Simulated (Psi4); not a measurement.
# UCAM-B3LYP/cc-pVDZ (density fitting) run of SiH3 (silyl radical)

Wanted: a short trajectory of SiH3 (silyl radical). 

Program for the calculation: Psi4 1.11.

**1. The molecule**

SiH3 has 4 atoms, charge 0, and is taken as a doublet. SMILES: `[SiH3]`. The coordinates come from a PBE0-D4/def2-TZVP relaxation. The run starts from this shape.

Bond lengths: Si1–H2 1.486 Å, Si1–H3 1.486 Å, Si1–H4 1.486 Å. Angles: H2–Si1–H3 111.2°, H2–Si1–H4 111.2°, H3–Si1–H4 111.2°.

**2. Molecular dynamics at UCAM-B3LYP/cc-pVDZ (density fitting)**

h3si.xyz

```xyz
4
H3Si
Si     0.293780    -0.026900    -0.164030
H      0.559150     0.665300     1.123900
H     -0.224040    -1.401650     0.060130
H     -0.628890     0.763250    -1.019990
```

run.py

```python
import numpy as np
from ase.calculators.psi4 import Psi4
from ase.io import read
from ase import units
from ase.md.velocitydistribution import MaxwellBoltzmannDistribution, Stationary
from ase.md.verlet import VelocityVerlet

atoms = read('h3si.xyz')
calc = Psi4(atoms=atoms, method='cam-b3lyp', basis='cc-pVDZ', memory='1600MB', num_threads=1, charge=0, multiplicity=2, label='calc', reference='uks')
atoms.calc = calc

MaxwellBoltzmannDistribution(atoms, temperature_K=300.0, rng=np.random.default_rng(869))
Stationary(atoms)
dyn = VelocityVerlet(atoms, 1.0 * units.fs)
def show():
    ep, ek = atoms.get_potential_energy(), atoms.get_kinetic_energy()
    print(f'step {dyn.nsteps:3d}  Epot {ep:14.6f}  Ekin {ek:9.6f}  Etot {ep + ek:14.6f} eV  T {atoms.get_temperature():7.1f} K')
dyn.attach(show)
dyn.run(15)
```

On the command line:

```
$ python run.py
```

What values should one expect? Wanted: potential energy of the last frame.

**Answer.** As computed:

At UCAM-B3LYP/cc-pVDZ (density fitting):

| quantity | value |
| --- | --- |
| potential energy of the last frame | -291.22323 Eh |
